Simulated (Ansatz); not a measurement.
Ansatz (a program for electronic structure) input:

Ansatz 0.2 input:
```yaml
crystal:
  periodic: [false, false, false]
  atoms:
    - {symbol: F, position_ang: [0.00846233, 0.04522328, 0.51910182]}
    - {symbol: H, position_ang: [0.01287420, -0.03691015, -0.52199874]}
basis:
  gaussian:
    orbitals: def2-TZVP
hamiltonian:
  xc: b3lyp
  dispersion: d3bj
total_charge: 1
magnetization: {spin_polarized: true, initial_magnetization: 1}
relax: {f_tol: 0.002, max_steps: 150}
```

Q: Predict the final energy.

A: -99.90069 Eh (B3LYP-D3(BJ)/def2-TZVP). The basis has 37 functions.
